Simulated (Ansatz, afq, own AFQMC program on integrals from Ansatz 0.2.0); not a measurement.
## Breaking B3–Cl4 in CH$_{4}$BClO, singlet

```xyz
8

C     0.1819    1.1028   -0.0799
O     0.1958   -0.1915   -0.6319
B    -0.1752   -1.2757    0.0511
Cl   -0.1100   -2.8347   -0.7600
H    -0.4833    1.7432   -0.6779
H    -0.1650    1.0986    0.9659
H     1.1976    1.5235   -0.1212
H    -0.5496   -1.2234    1.1983
```

Products: CH4BO (doublet; CH3–O–BH) and Cl (doublet), each relaxed with PBE0/def2-SVP like the molecule; electronic energies without zero-point terms. Determinants: RHF, UHF and UHF in that order.

Basis def2-TZVP. Noble-gas cores (and the filled d shells of Ga–Kr and In–Xe) are frozen. Integrals, coupled cluster, full CI and functionals: Ansatz 0.2.0; the random walks run on the same integrals in our own AFQMC program. ph-AFQMC/CISD is guided by a CISD state made of CCSD amplitudes; releasing the constraint for a short imaginary time cuts its bias at the price of noise, slowly where states lie close. ± is one standard error of the sampling. The errors of all members are added in quadrature.

No full CI on the walks' own integrals is used here. The released AFQMC energy serves as the reference, which it does only where one determinant dominates, the energy is flat over the last release times and near the phaseless one (40 meV or 2 meV an electron, half that with transition metals). On small molecules, where full CI could be run and the noise was under 10 meV, such values lay within 10 meV of it in 19 cases of 20, a flattering rate, since the rule was set on those same cases; what remains of the bias isn't in the error bar. Each member takes its own surest rung, up to full CI.

The best estimate is CCSD(T) at the basis-set limit (CBS: def2-TZVPP and def2-QZVPP, with their diffuse functions for anions and beside diffuse sets, CCSD(T) itself extrapolated) plus the step from CCSD(T) to AFQMC with the constraint released in def2-TZVP. Rows without CBS are in def2-TZVP; B2PLYP and the wave-function rows carry a basis error of their own. Core correlation and relativity beyond core potentials are missing, and ± holds the sampling alone.

Cautions: CH₄BClO (singlet): the released value is read at 0.90 1/Eh with a noise of 21 meV, more than in the cases checked (meV from the phaseless value at times in 1/Eh: -12 ± 21 at 0.21, -19 ± 16 at 0.42, 5 ± 11 at 0.63, -28 ± 21 at 0.90); CH₄BO (doublet): the released value is read at 1.50 1/Eh with a noise of 17 meV, more than in the cases checked (meV from the phaseless value at times in 1/Eh: -8 ± 11 at 0.24, 8 ± 10 at 0.51, -6 ± 13 at 0.99, 10 ± 17 at 1.50).

| level | bond energy (kJ/mol) |
| --- | --- |
| MP2 | 530.8 |
| B3LYP | 498.9 |
| B2PLYP | 509.2 |

From these cheaper values, estimate the bond energy at the level of the best estimate.

527.5 ± 2.6 kJ/mol (best estimate, highest rung released AFQMC).

```
         level  bond energy (kJ/mol)  error against the best estimate (kJ/mol)
            HF                 395.9                              -131.6 ± 2.6
          CCSD                 499.3                               -28.2 ± 2.6
       CCSD(T)                 510.0                               -17.5 ± 2.6
 ph-AFQMC/CISD           509.9 ± 1.7                               -17.6 ± 3.1
released AFQMC           513.3 ± 2.6                                     -14.1
        HF/CBS                 395.3                              -132.2 ± 2.6
       MP2/CBS                 545.7                                18.2 ± 2.6
   CCSD(T)/CBS                 524.6                                -2.8 ± 2.6
           PBE                 519.2                                -8.3 ± 2.6
        r2SCAN                 512.6                               -14.9 ± 2.6
          PBE0                 514.8                               -12.6 ± 2.6
       wB97M-V                 532.1                                 4.6 ± 2.6
```

Correlation beyond CCSD(T) changes it by less than twice the noise. Going to the basis-set limit adds 14.7 kJ/mol at CCSD(T). The perturbative (T) step is worth +10.7 kJ/mol. The functionals spread over 33.2 kJ/mol; wB97M-V and PBE come nearest and B3LYP is 28.6 kJ/mol too low.

Best estimates are given only where the step beyond CCSD(T) is under 0.3 eV and no member's determinant is very poor (T1 over 0.05, or 0.07 for open shells, ⟨S²⟩ too high by 0.3, two states mixed), so the hardest cases are missing from such tables.

The functionals ran in a triple-zeta set and keep a basis error of their own, a few kJ/mol for each bond in atomization energies and more for double hybrids, so close places among them and the extrapolated levels can swap.

Each member of a difference takes its own highest rung, so a best estimate needn't equal the limit plus the step of one row. Released energies are given only where the last usable release times agree within the noise; a slower fall can still hide under it.
